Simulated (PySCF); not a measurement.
# triplet CH5B−: an attempt with PySCF

Aim: a short trajectory of CH5B−.

Program for the calculation: PySCF 2.14.0.

5 further runs of the same task are left out: 2 that didn't finish, 3 set aside as unsound or not needed.

### Step 1. The system as given

CH5B− has 7 atoms, charge -1, and is taken as a triplet. SMILES of the parent species: `[BH2-]C`. Geometry: relaxed at GFN2-xTB. That shape belongs to the parent species and isn't relaxed for this state. The run starts from this shape.

Bond lengths: B1–C2 1.642 Å, B1–H3 1.245 Å, B1–H4 1.245 Å, C2–H5 1.102 Å, C2–H6 1.114 Å, C2–H7 1.102 Å. Angles: B1–C2–H5 112.7°, B1–C2–H6 114.9°, B1–C2–H7 112.6°, C2–B1–H3 113.3°, C2–B1–H4 113.3°, H5–C2–H6 104.9°, H5–C2–H7 105.8°, H6–C2–H7 104.9°, H3–B1–H4 112.0°.

### Step 2. The input as written

Contents of run.py:

```python
import numpy
from pyscf import gto, scf
from pyscf import md

mol = gto.Mole()
mol.atom = [
    ('B', (-0.367620, -0.876680, 0.296410)),
    ('C', (0.129860, 0.657930, -0.010930)),
    ('H', (0.566410, -1.652080, 0.572900)),
    ('H', (-1.111250, -1.340120, -0.587590)),
    ('H', (0.713810, 1.090030, 0.817870)),
    ('H', (0.779370, 0.770230, -0.909000)),
    ('H', (-0.710590, 1.350700, -0.179660)),
]
mol.charge = -1
mol.basis = '6-31g*'
mol.max_memory = 1860
mol.verbose = 0
mol.spin = 2
mol.build()

myscf = scf.UHF(mol)
myscf = myscf.density_fit(auxbasis='def2-universal-jkfit')
myscf.max_cycle = 100
veloc = md.distributions.MaxwellBoltzmannVelocity(mol, T=200, rng=numpy.random.default_rng(346))
frames = []
dyn = md.integrators.VelocityVerlet(myscf.nuc_grad_method().as_scanner(), dt=20.7, steps=40, veloc=veloc, incore_anyway=True, frames=frames)
dyn.run()
print('time (au)  E_pot  E_kin  E_tot')
for f in frames:
    print('%8.1f %15.8f %12.8f %15.8f' % (f.time, f.epot, f.ekin, f.etot))
```

Command:

```console
OMP_NUM_THREADS=1 python run.py
```

The program printed:

```text
RuntimeError: Electron number 17 and spin 2 are not consistent
Note mol.spin = 2S = Nalpha - Nbeta, not 2S+1
```

It took 0.97 s on 1 thread of Arm Neoverse N1, shared host; peak memory 0.12 GiB.

### Step 3. What went wrong

The input was rejected.

The log says `RuntimeError: Electron number 17 and spin 2 are not consistent`. What is wrong: the electron count doesn't fit the spin or reference typed: an even count needs an odd multiplicity, an odd count an even one. To mend it: multiplicity 2 in place of 3.
